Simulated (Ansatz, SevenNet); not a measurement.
Elastic constant C13 (GPa) of 20 elemental metals, computed with the machine-learned potential SevenNet-l3i5 (trained on PBE and PBE+U data) and with PBE in Ansatz (plane waves, PAW). The set holds measured phases with no doubt noted on the run or the magnetic state but for the caveats below. Solids without a value at one level (not run, failed, or a magnetic order lost), or held back for tests, aren't counted.

All rows, in order of the shift (worked out from unrounded values):

```tsv
solid	SevenNet-l3i5	PBE	shift (%)
hcp Be	77.2	10.6	-86
double-hcp La	23.5	10.2	-57
hcp Lu	38.1	22.0	-42
hcp Y	32.9	21.1	-36
hcp Mg	30.3	19.9	-34
hcp Ru	254	168	-34
hcp Os	321	215	-33
hcp Sc	40.3	27.4	-32
hcp Ti	108	75.3	-30
hcp Hf	93.1	66.8	-28
hcp Tc	243	186	-24
hcp Zr	86.1	66.1	-23
hcp Re	277	217	-22
α-phase Ga	46.1	39.1	-15.1
hcp Tl	24.6	22.4	-9.3
white tin (β-Sn)	30.3	30.2	-0.2
hcp Zn	42.9	43.0	+0.3
body-centred tetragonal In	33.3	33.8	+1.5
hcp Cd	27.5	29.3	+6.4
hcp Co	25.5	114	+347
```

The shift from SevenNet-l3i5 to PBE has a median of -26 %, and eight in ten lie between -44 % and +2.0 %; PBE is the larger in 4 of 20. Each level is at its own cell, so the shift holds the change of volume too.

Ansatz's runs of these crystals have no spin polarisation, but for hcp Co.

Density-functional runs with spin start from parallel moments for hcp Co.

Spin–orbit coupling is left out, also for the solids with elements from indium on (body-centred tetragonal In, hcp Os, white tin (β-Sn), double-hcp La, hcp Tl, hcp Re, hcp Hf, hcp Lu); its size isn't shown.

Each level is taken at its own relaxed cell. Ansatz's density-functional and Hartree–Fock values are scalar-relativistic unless marked +SOC, with PAW data made under PBE.

Ansatz is a program for electronic structure.
